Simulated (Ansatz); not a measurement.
**Worked example: correlation energy of H$_{3}$Ge–NH$_{2}$, singlet**

Geometry: a PBE0/def2-TZVP stationary point for this spin, not checked as a minimum.

```xyz
7

Ge   -0.0090    0.0000    0.3142
N     0.0943    0.0000   -1.5264
H     0.7111   -1.2662    0.8015
H     0.7111    1.2662    0.8015
H    -1.4514    0.0000    0.8753
H    -0.3176   -0.8181   -1.9548
H    -0.3176    0.8181   -1.9548
```

Basis cc-pVDZ; Ansatz 0.2.0. Only valence electrons are correlated (noble-gas cores and the filled d shells of p-block atoms frozen), which leaves 14 electrons in 51 orbitals. R marks a restricted (for open shells ROHF) determinant. No spin–orbit coupling is included, and no scalar relativity.

Full CI isn't at hand for all of this; RCCSDT(Q) serves as the reference, and is uncertain by about the last step of the cluster series.

Runs differ by some tens of microhartree through their thresholds, so steps under 0.03 kcal/mol mean nothing.

```csv
level,total energy (hartree)
RHF,-2132.692432
RMP2,-2132.973060
RCCSD,-2133.006940
RCCSD(T),-2133.014032
RCCSDT,-2133.014718
RCCSDT(Q),-2133.015294
```

**Question.** What is the correlation energy at RCCSDT(Q), and what share of it do RMP2 and RCCSD recover?

**Answer.** E(corr) = -2133.015294 − (-2132.692432) = -0.322862 hartree = -8.786 eV. RMP2: -0.280628 / -0.322862 = 86.92 %. RCCSD: -0.314508 / -0.322862 = 97.41 %.

**Question.** By how many kcal/mol does RCCSD(T) miss RCCSDT(Q) (1 hartree = 627.509 kcal/mol), and which steps make up the rest?

**Answer.** -2133.014032 − (-2133.015294) = 0.001262 hartree = 0.79 kcal/mol. Steps: RCCSDT − RCCSD(T) = -0.43, RCCSDT(Q) − RCCSDT = -0.36 kcal/mol. That is within 1 kcal/mol of the reference in this basis, which itself misses far more of the correlation at the basis-set limit.
